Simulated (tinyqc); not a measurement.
The integration grid: Kohn-Sham LDA (VWN5) on finer and finer grids in the sto-3g basis, for HF, spin multiplicity 1. Computed by the program tinyqc with PySCF. Self-consistent on each grid; the net force on the molecule should vanish.

Geometry (angstrom):
```
atom,x,y,z
F,0.0000,0.0000,0.0000
H,0.0000,0.0000,0.8770
```

Kohn-Sham energy on Becke grids (radial x angular points per atom):
```
grid,points,residual of the electron count,E (hartree),E - finest (mhartree),largest net force without grid terms (hartree/bohr)
10 x 14,276,-4.07e-02,-98.048630,186.492182,5.49e-02
15 x 26,775,2.89e-02,-98.256292,-21.169275,4.06e-02
20 x 50,1992,-2.20e-05,-98.233934,1.188560,2.41e-03
30 x 86,5148,1.46e-04,-98.235017,0.105609,1.06e-03
50 x 194,19378,-1.65e-06,-98.235122,0.000794,3.62e-05
75 x 302,45268,2.62e-07,-98.235123,-0.000228,1.32e-06
120 x 590,141402,-3.53e-09,-98.235123,0.000000,2.36e-08
```

What does the comparison show, and why?

The energy is within 0.1 mhartree of the finest grid first at 50 x 194. The error has both signs, since quadrature is not variational. The electron count and the net force are cheap signs of a poor grid.
